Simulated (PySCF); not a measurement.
## N: ionisation energy

N [He] 2s2 2p3 (4S) → N⁺ [He] 2s2 2p2 (3P), as a difference of total energies. Computed with PySCF 2.14 in def2-TZVPPD (6s3p3d1f, 37 functions), with the non-relativistic Hamiltonian (point nucleus). Correlated levels: valence: 1s2 frozen; valence and next inner shell: nothing frozen. The calculations carry no spin-orbit coupling.

```
                                method  ionisation energy (eV)
                                   UHF                  13.898
                                   LDA                  14.995
                                   PBE                  14.717
                                  PBE0                  14.696
                                r2SCAN                  14.800
                                 B3LYP                  14.653
                               wB97M-V                  14.520
                                  PW91                  14.790
                                PBEsol                  14.733
                                  ROHF                  13.958
                         MP2 (valence)                  14.571
                     SCS-MP2 (valence)                  14.318
    MP2 (valence and next inner shell)                  14.583
SCS-MP2 (valence and next inner shell)                  14.326
```

Question: How much does correlation contribute at MP2 (valence and next inner shell)?

Answer: 14.583 − (13.898) = 0.685 eV, measured against UHF.

Errors of the correlated levels include the incompleteness of this basis and the frozen core.

For comparison: 14.545 eV (measured; NIST levels, between the centres of gravity of the two terms).
